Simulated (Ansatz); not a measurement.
fcc Pt

All values below come from r²SCAN-D4 (Ansatz, an electronic-structure program, PAW).

Run with plane-wave cutoff 500 eV, 32×32×32 k mesh, Fermi–Dirac smearing 0.1 eV, scalar-relativistic PAW data made under PBE.

Cell (relaxed at this level):

```
Pt
1.0
    0.00000     1.96566     1.96566
    1.96566     0.00000     1.96566
    1.96566     1.96566     0.00000
Pt
1
Direct
  0.00000   0.00000   0.00000
```

- volume per atom = 15.19 Å³/atom
- lattice constant a = 3.931 Å

Measured, for comparison: equilibrium volume per atom 14.98 Å³/atom, lattice constant a 3.913 Å (static lattice: zero-point anharmonic expansion removed; as tabulated in Mejia-Rodriguez and Trickey (2018), arXiv:1807.09216). Computed (rounded) less measured: equilibrium volume per atom +1.4 %, lattice constant a +0.5 %.

Spin–orbit coupling is not included.

The result took about 100 core-seconds (a rough figure).
